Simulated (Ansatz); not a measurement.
We consider 1T (CdI2-type) SnSe2, described by LDA in Ansatz (plane waves, PAW).

Run with plane-wave cutoff 520 eV, 12×12×6 k mesh (along the axes of the cell as run), perturbation theory, force constants from a 6×6×2 q mesh, scalar-relativistic PAW data made under PBE.

Estimate the zero-point energy that the calculation returns.


- zero-point energy = 0.025 eV/atom

Spin–orbit coupling is not included.

It cost very roughly 80 core-minutes of CPU time.

Ansatz is a first-principles code.
